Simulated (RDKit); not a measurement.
Job for RDKit: UFF on C2H4 (SMILES C=C).

```python
from rdkit import Chem
from rdkit.Chem import AllChem, rdDetermineBonds

blocks = [
'''6

C     0.00000000    0.00000000    0.66559300
C     0.00000000   -0.00000000   -0.66559300
H     0.00000000    0.92149500    1.23166800
H     0.00000000   -0.92149500    1.23166800
H     0.00000000    0.92149500   -1.23166800
H     0.00000000   -0.92149500   -1.23166800
''',
]
mol = None
for b in blocks:
    f = Chem.MolFromXYZBlock(b)
    rdDetermineBonds.DetermineBonds(f, charge=0)
    mol = f if mol is None else Chem.CombineMols(mol, f)
Chem.SanitizeMol(mol)
print(Chem.MolToSmiles(Chem.RemoveHs(mol)))
ff = AllChem.UFFGetMoleculeForceField(mol, vdwThresh=100.0, ignoreInterfragInteractions=False)
e = ff.CalcEnergy()
print(f'UFF energy {e:.6f} kcal/mol')
```

The log:

```
C=C
UFF energy 0.439481 kcal/mol
```

The run finished.

Cost: very roughly 0.020 core-seconds.
